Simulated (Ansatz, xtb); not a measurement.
# Two isomers of FHOS

Structure I is `OSF`, a singlet and structure II is `O=[SH]F`, a singlet. Both are isolated molecules in the gas phase, relaxed with PBE0-D3(BJ)/def2-SVP; the shapes shown needn't be the lowest conformers.

I (Å):

```yaml
atoms:
  - { symbol: F, position_ang: [-2.4762, 0.3652, -1.8313] }
  - { symbol: O, position_ang: [-1.6128, 2.2563, -0.3883] }
  - { symbol: S, position_ang: [-1.4574, 0.6476, -0.5832] }
  - { symbol: H, position_ang: [-2.3814, 2.4353, 0.1740] }
```

II (Å):

```xyz
4

F     0.8841    1.3215    0.0879
O    -0.1500   -0.9844    0.3886
S    -0.4466    0.4448    0.4979
H    -1.0393    0.8089   -0.7121
```

Q: Estimate E(II) − E(I) at the level CCSD(T)/def2-TZVPP.

A: Calculated at CCSD(T)/def2-TZVPP: E(II) − E(I) = +0.093 eV, so structure I lies lower.

The same difference at several levels:

```tsv
level	geometry	E(II) − E(I) (eV)	departure from the last row (eV)	job, with rough time for the two
GFN2-xTB	GFN2-xTB	−0.211	−0.304	optimisation, 0.17 s
HF/STO-3G	GFN2-xTB	+4.564	+4.470	single point, 0.38 s
r2SCAN-D4/def2-SVP	GFN2-xTB	+0.397	+0.303	single point, 2.9 s
PBE0-D3(BJ)/def2-SVP	PBE0-D3(BJ)/def2-SVP	+0.447	+0.354	optimisation, 22 s
HF/def2-TZVPP	PBE0-D3(BJ)/def2-SVP	+0.316	+0.222	part of the CCSD(T) run
MP2/def2-TZVPP	PBE0-D3(BJ)/def2-SVP	−0.038	−0.131	part of the CCSD(T) run
CCSD(T)/def2-TZVPP	PBE0-D3(BJ)/def2-SVP	+0.093		single point, 37 s
```

As drawn, II has 1 O=S, 1 S–H in place of 1 O–S, 1 O–H.

GFN2-xTB, MP2/def2-TZVPP put the two in the other order. The largest departure from CCSD(T)/def2-TZVPP is that of HF/STO-3G, 4.470 eV.

With harmonic frequencies from PBE0-D3(BJ)/def2-SVP (ideal gas, rigid rotor, one conformer each, 298.15 K, 1 atm): on the last row, ΔE + ΔZPE = +0.048, ΔH = +0.043, ΔG = +0.054 eV.

The correlated steps freeze 7 core orbitals. Codes used: Ansatz 0.2.0, xtb 6.7.1; the last row on 1 thread of Intel(R) Xeon(R) Platinum 8259CL CPU @ 2.50GHz (Skylake/Cascade Lake) on a shared host.
